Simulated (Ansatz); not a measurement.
Reaction (hydrogenolysis of a C–O bond): `OC(O)=CCl` + H₂ → `O/C=C\Cl` + H₂O

Isolated molecules relaxed with PBE0-D4/def2-TZVP in Ansatz; ΔE leaves out vibrations. CBS: MP2 limit from def2 TZ/QZ plus the TZ coupled-cluster correction, frozen cores. This one scheme is used for every species. Functionals use def2-TZVPP. B3LYP here is the variant with VWN-RPA as its local correlation; programs differ in this. HSE06 is defined as in plane-wave codes. Each species was taken in one conformer, which may not be the lowest.

`OC(O)=CCl`:

Z-matrix (Å, degrees):
```
C
O 1 1.340
C 1 1.334 2 125.4
O 1 1.337 2 112.6 3 -180.0
H 2 0.968 1 108.0 3 -0.0
Cl 3 1.726 1 119.4 2 -0.0
H 3 1.076 1 123.3 2 180.0
H 4 0.963 1 108.0 2 -0.1
```

H₂:

Z-matrix (Å, degrees):
```
H
H 1 0.746
```

`O/C=C\Cl`:

Z-matrix (Å, degrees):
```
C
C 1 1.329
O 1 1.339 2 126.4
H 1 1.083 2 120.5 3 180.0
Cl 2 1.727 1 120.6 3 -0.0
H 2 1.078 1 123.5 3 -180.0
H 3 0.968 1 108.3 2 -0.0
```

H₂O:

Cartesian coordinates in Å:
```
O 0.377 0.093 0.021
H -0.009 -0.785 0.037
H -0.368 0.692 -0.058
```

```
             level  ΔE (kJ/mol)  difference from CCSD(T)/CBS
            PBE-D4        -59.2                         15.7
        r2SCANh-D4        -58.8                         16.1
          HSE06-D4        -62.1                         12.8
          BHLYP-D4        -66.6                          8.3
            B2PLYP        -69.4                          5.5
              BLYP        -68.3                          6.6
              PBE0        -64.4                         10.5
             B3LYP        -68.7                          6.2
           r2SCAN0        -61.5                         13.4
             HSE06        -64.4                         10.5
             BHLYP        -69.8                          5.1
RPA@PBE/def2-TZVPP        -68.2                          6.7
     HF/def2-TZVPP        -74.0                          0.9
    MP2/def2-TZVPP        -70.2                          4.7
SCS-MP2/def2-QZVPP        -74.5                          0.4
    CCSD/CBS(def2)        -77.9                         -3.0
       CCSD(T)/CBS        -74.9                            0
```

Problem. What do rigid-rotor, harmonic-oscillator terms from PBE0-D4/def2-TZVP frequencies (298.15 K, 1 bar) make of the CCSD(T)/CBS value? (An estimate is asked.)

Solution. The calculation gave: ΔZPE = +19.1 kJ/mol, ΔH = -57.9 kJ/mol, ΔS = 30 J/(mol·K), ΔG = -66.9 kJ/mol.

Largest T1 diagnostic among the species: 0.012.

From r2SCAN to r2SCAN0 (25 % exact exchange), in def2-TZVPP and without D4, ΔE moves by −3.3 kJ/mol. The D4 term adds +4.5 kJ/mol with B3LYP and +2.4 kJ/mol with PBE0; it sums over pairs of atoms, weighted by their polarisabilities, and B3LYP, whose exchange is more repulsive, gets the larger term.
